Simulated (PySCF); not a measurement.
Ionisation energies (eV) were calculated with PySCF 2.14 by PBE0, LDA, MP2 (valence), in another order, as differences of total energies without spin-orbit coupling. The measured values are between term centres (NIST).

| species | measured | A | B | C |
| --- | --- | --- | --- | --- |
| Mg (ANO-RCC-VTZP, spin-free X2C) | 7.646 | 7.731 | 7.561 | 7.189 |
| Cl (ANO-RCC-VTZP, spin-free X2C) | 12.974 | 13.176 | 12.936 | 12.713 |
| Ar (ANO-RCC-VTZP, spin-free X2C) | 15.819 | 16.015 | 15.712 | 15.694 |
| Cu (ANO-RCC-VTZP, spin-free X2C) | 7.726 | 8.650 | 7.973 | 7.568 |
| Nb (ANO-RCC-VTZP, spin-free X2C) | 6.776 | 7.346 | 6.879 | 6.432 |
| I (ANO-RCC-VTZP, spin-free X2C) | 10.519 | 10.825 | 10.561 | 10.289 |
| Eu (ANO-RCC-VTZP, spin-free X2C) | 5.670 | 5.822 | 5.503 | 5.524 |
| Ta (ANO-RCC-VTZP, spin-free X2C) | 7.573 | 7.774 | 7.163 | 6.782 |

Q: Which column is which method?

A: A is LDA (mean error 0.33 eV); B is PBE0 (mean error -0.05 eV); C is MP2 (valence) (mean error -0.31 eV). LDA overbinds the outer electron and comes out highest. PBE0, with a quarter of exact exchange, lies close to experiment on average. Valence MP2 in a finite basis recovers only part of the missing correlation, so it stays below experiment on average.
